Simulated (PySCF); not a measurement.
# Working out the ionisation energy of Al

Al [Ne] 3s2 3p1 (2P) → Al⁺ [Ne] 3s2 (1S). All numbers are calculated (PySCF 2.14, the spin-free X2C one-electron Hamiltonian (Gaussian nucleus), in x2c-TZVPPall (5s5p3d1f, 42 functions)). Frozen: 1s2. Energies in hartree (1 hartree = 27.21139 eV):

```json
{"part": "UHF", "Al (lower)": "-242.310108", "Al⁺ (upper)": "-242.104750"}
{"part": "CCSD correlation", "Al (lower)": "-0.201561", "Al⁺ (upper)": "-0.190722"}
{"part": "(T)", "Al (lower)": "-0.003181", "Al⁺ (upper)": "-0.002233"}
```

Question: What does Hartree-Fock give?

Answer: (-242.104750) − (-242.310108) = 0.205358 hartree = 5.588 eV.

Question: What do CCSD and CCSD(T) give?

Answer: The CCSD correlation energies differ by 0.010839 hartree = 0.295 eV and the triples by 0.000948 hartree = 0.026 eV, so CCSD gives 5.883 eV and CCSD(T) 5.909 eV.

Measured between the centres of the two terms (NIST): 5.977 eV, so CCSD(T) (valence and next inner shell) is off by -0.068 eV.

What remains against the reference includes basis incompleteness, the frozen core and higher excitations.
